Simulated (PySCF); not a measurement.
## Name the molecule from its bond curve

A diatomic of charge 0 contains O. Its doublet curve at PBE0 in a triple-zeta basis (no relativity, PySCF), in eV from the separated fragments:

R (Å), E (eV) and a bar:
```
    1.397     -3.647 ##############################
    1.462     -4.436 #############
    1.528     -4.860 ####
    1.576     -5.004 #
    1.625     -5.040 
    1.674     -4.996 #
    1.739     -4.850 ####
    1.820     -4.583 ##########
    1.917     -4.203 ##################
    2.047     -3.670 ##############################
```

The fit gives ωe = 968 cm⁻¹ and the rotational constant Bₑ = 0.6397 cm⁻¹.

Problem. Which atom is the partner?

Solution. The minimum lies at 1.620 Å, so the reduced mass is 16.8576 u Å² cm⁻¹/(Bₑ·Re²) = 10.04 u. With O at 15.99 u the partner weighs about 27.0 u: Al. The molecule is AlO.

The state was picked by a PBE0 search and need not be the measured ground state.
